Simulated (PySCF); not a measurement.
**Ionisation energy of P by level of theory**

P [Ne] 3s2 3p3 (4S) → P⁺ [Ne] 3s2 3p2 (3P), as a difference of total energies. Computed with PySCF 2.14 in aug-cc-pwCVTZ, with no relativity, point nucleus. Correlated levels: valence and next inner shell: 1s2 frozen. The calculations carry no spin-orbit coupling.

Q: Order these methods by the ionisation energy they give, lowest first.
A. UHF
B. MP2 (valence and next inner shell)
C. CCSD(T) (valence and next inner shell)
D. SCS-MP2 (valence and next inner shell)

A: A (9.909 eV), D (10.329 eV), C (10.480 eV), B (10.508 eV).

A first-order spin-orbit estimate (lowest level to lowest level, LS coupling) adds -0.034 eV.

Errors of the correlated levels include the incompleteness of this basis and the frozen core.

For comparison: 10.487 eV (measured; NIST Atomic Spectra Database, ionization energies).
